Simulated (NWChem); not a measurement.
Polarisability of ammonia (H$_{3}$N)

```
N
H 1 1.0309
H 1 1.0310 2 104.01
H 1 1.0310 2 104.01 3 -108.62
```
Charge 0, spin multiplicity 1.

Everything below was run with NWChem. All single points use one geometry, from PBE/def2-SVP, a minimum by its harmonic frequencies.

Basis set: def2-SVPD. The field's frequency is 0.0773 Ha (589 nm).

The correlated methods keep 1 core orbital frozen. B3LYP has NWChem's definition, with VWN1-RPA local correlation. Coupled-cluster values serve here as a point of comparison, not as the truth.

| method | isotropic polarisability (bohr³) |
|---|---|
| LDA (SVWN5) | ___ |
| HF | ___ |
| PBE | ___ |
| B3LYP | ___ |
| CCSD linear response | 14.00 |

Question: What belongs in the gaps?

Answer: 
- LDA (SVWN5), isotropic polarisability (bohr³): 14.91
- HF, isotropic polarisability (bohr³): 12.82
- PBE, isotropic polarisability (bohr³): 14.73
- B3LYP, isotropic polarisability (bohr³): 14.23
